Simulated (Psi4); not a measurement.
**FNO-MP3/cc-pVDZ (fitted SCF, occ tolerance 1e-05) run of S2F2 (Difluorodisulfane)**

What is the energy change on altering one bond length of S2F2 (Difluorodisulfane) at FNO-MP3/cc-pVDZ (fitted SCF, occ tolerance 1e-05)? 

Program for the calculation: Psi4 1.11.

4 further runs of the same task are left out: 1 that didn't finish, 3 set aside as unsound or not needed.

## (1) The structure to begin with

S2F2 has 4 atoms, charge 0, and is taken as a singlet. SMILES: `FSSF`. The shape is that of a GFN2-xTB optimisation.

Bond lengths: F1–S2 1.695 Å, S2–S3 1.921 Å, S3–F4 1.694 Å. Angles: F1–S2–S3 106.1°, S2–S3–F4 105.9°.

## (2) A single-point energy at FNO-MP3/cc-pVDZ (fitted SCF, occ tolerance 1e-05)

Contents of f2s2.xyz:

```xyz
4
F2S2
F     -1.807340    -0.221690    -0.627860
S     -0.459150     0.805490    -0.623660
S      1.055580    -0.303530    -0.217800
F      1.210900    -0.280260     1.469320
```

Contents of run.py:

```python
import psi4

psi4.set_memory('1600 MB')
psi4.set_num_threads(1)
psi4.set_output_file('run.log', False)

with open('f2s2.xyz') as f:
    atoms = ''.join(f.readlines()[2:])
m = psi4.geometry('0 1\n' + atoms + '')

psi4.set_options({
    'basis': 'cc-pVDZ',
    'freeze_core': True,
    'occ_tolerance': 1e-05,
    'mp_type': 'conv',
})

e_tot = psi4.energy("fno-mp3")
print(f'total energy {e_tot:.8f} hartree = {e_tot * 27.211386:.5f} eV')
```

Command:

```console
$ python run.py
```

run.log:

```text
[...]
  Running in c1 symmetry.
[...]
  Nuclear repulsion =  224.834004591039388
[...]
  Multiplicity = 1
[...]
  Nalpha       = 25
  Nbeta        = 25
[...]
    Number of basis functions: 64
[...]
   @RHF iter   1:  -993.76839157613233   -4.86211e-01   6.64444e-03 DIIS/ADIIS
[...]
   @RHF iter  12:  -993.86394220965894   -5.00222e-12   8.42448e-09 DIIS
[...]
    Orbital Energies [Eh]
    ---------------------
    Doubly Occupied:
       1A    -92.094028     2A    -92.093886     3A    -26.314350
       4A    -26.314238     5A     -9.090357     6A     -9.090022
       7A     -6.771669     8A     -6.771203     9A     -6.769298
      10A     -6.768880    11A     -6.766372    12A     -6.766223
      13A     -1.596713    14A     -1.593148    15A     -1.126939
      16A     -0.892621    17A     -0.714854    18A     -0.688133
      19A     -0.687438    20A     -0.667718    21A     -0.665512
      22A     -0.618614    23A     -0.514519    24A     -0.440825
      25A     -0.435838
[...]
  @RHF Final Energy:  -993.86394220965894
   => Energetics <=
    Nuclear Repulsion Energy =            224.8340045910393883
    One-Electron Energy =               -1824.8890992079241187
    Two-Electron Energy =                 606.1911524072256725
    Total Energy =                       -993.8639422096589442
[...]
 Multipole Moments:
 ------------------------------------------------------------------------------------
     Multipole            Electronic (a.u.)      Nuclear  (a.u.)        Total (a.u.)
 ------------------------------------------------------------------------------------
 L = 1.  Multiply by 2.5417464519 to convert [e a0] to [Debye]
 Dipole X            :         -0.2135321            0.7175955            0.5040634
 Dipole Y            :         -0.1819994            0.6039227            0.4219233
 Dipole Z            :          0.3039002           -1.0123951           -0.7084950
 Magnitude           :                                                    0.9664700
[...]
      * MP2 total energy:                   -994.502990478055
[...]
      * MP2 total energy:                   -994.502990478055
[...]
      * MP3 total energy:                   -994.516459379817
[...]
```

The script printed:

```text
total energy -994.51645938 hartree = -27062.17126 eV
```

Wall time 13 s (1 thread of AMD EPYC 7R43 (Zen 3), shared host); peak memory 0.31 GiB.

## (3) The distorted shape, same level

Contents of f2s2.in:

```
memory 1600 mb

molecule {
  0 1
  F
  S 1 2.8814
  S 2 1.920691 1 106.13506
  F 3 1.694414 2 105.94778 1 -90.45579
}

set {
  freeze_core true
  occ_tolerance 1e-05
  mp_type conv
}

energy('fno-mp3/cc-pVDZ')
```

Command:

```console
$ psi4 -i f2s2.in -o f2s2.out -n 1
```

f2s2.out:

```text
[...]
  Running in c1 symmetry.
[...]
  Nuclear repulsion =  197.410550483566055
[...]
  Multiplicity = 1
[...]
  Nalpha       = 25
  Nbeta        = 25
[...]
    Number of basis functions: 64
[...]
   @RHF iter   1:  -993.44171776868245   -6.84134e-01   1.04914e-02 ADIIS/DIIS
[...]
   @RHF iter  21:  -993.69796550637307   -2.70575e-11   6.86943e-09 DIIS
[...]
    Orbital Energies [Eh]
    ---------------------
    Doubly Occupied:
       1A    -92.182687     2A    -92.139857     3A    -26.372272
       4A    -26.151320     5A     -9.174402     6A     -9.134506
       7A     -6.855070     8A     -6.852718     9A     -6.851129
      10A     -6.814390    11A     -6.813465    12A     -6.810177
      13A     -1.648795    14A     -1.364685    15A     -1.181830
      16A     -0.924138    17A     -0.731400    18A     -0.730146
      19A     -0.717641    20A     -0.584767    21A     -0.539138
      22A     -0.499311    23A     -0.480120    24A     -0.478478
      25A     -0.373575
[...]
  @RHF Final Energy:  -993.69796550637307
   => Energetics <=
    Nuclear Repulsion Energy =            197.4105504835660554
    One-Electron Energy =               -1769.4050016687101561
    Two-Electron Energy =                 578.2964856787709778
    Total Energy =                       -993.6979655063730661
[...]
 Multipole Moments:
 ------------------------------------------------------------------------------------
     Multipole            Electronic (a.u.)      Nuclear  (a.u.)        Total (a.u.)
 ------------------------------------------------------------------------------------
 L = 1.  Multiply by 2.5417464519 to convert [e a0] to [Debye]
 Dipole X            :         -0.3744196            0.9800479            0.6056283
 Dipole Y            :         -0.7990524            0.2668680           -0.5321844
 Dipole Z            :          1.2297505            1.6480448            2.8777954
 Magnitude           :                                                    2.9885970
[...]
      * MP2 total energy:                   -994.400413776063
[...]
      * MP2 total energy:                   -994.400413776063
[...]
      * MP3 total energy:                   -994.395797505977
[...]
```

Wall time 13 s (1 thread of AMD EPYC 7R43 (Zen 3), shared host); peak memory 0.31 GiB.

## (4) What came out

At FNO-MP3/cc-pVDZ (fitted SCF, occ tolerance 1e-05), 12 core orbitals frozen:

| quantity | value |
| --- | --- |
| first shape: total energy | -994.51646 Eh |
| first shape: HOMO energy (Hartree–Fock orbitals) | -11.86 eV |
| first shape: LUMO energy (Hartree–Fock orbitals) | 2.21 eV |
| first shape: HOMO–LUMO gap (Hartree–Fock orbitals) | 14.07 eV |
| first shape: correlation energy (12 core orbitals frozen) | -652.5 mEh |
| distorted shape: total energy | -994.39580 Eh |
| distorted shape: HOMO energy (Hartree–Fock orbitals) | -10.17 eV |
| distorted shape: LUMO energy (Hartree–Fock orbitals) | -3.30 eV |
| distorted shape: HOMO–LUMO gap (Hartree–Fock orbitals) | 6.87 eV |
| distorted shape: correlation energy (12 core orbitals frozen) | -697.8 mEh |
| energy change with the F1–S2 bond stretched from 1.695 to 2.881 Å | 3.283 eV |

**Reading.** One bond (distorted shape) is far stretched, which a spin-restricted single reference describes badly; perturbation theory on it can break down and give far too much correlation. With the F1–S2 bond stretched from 1.695 to 2.881 Å the energy rises by 3.28 eV (76 kcal/mol). The first shape isn't relaxed at this level, so the change isn't measured from a minimum. A restricted reference can't describe the breaking bond well at this length.
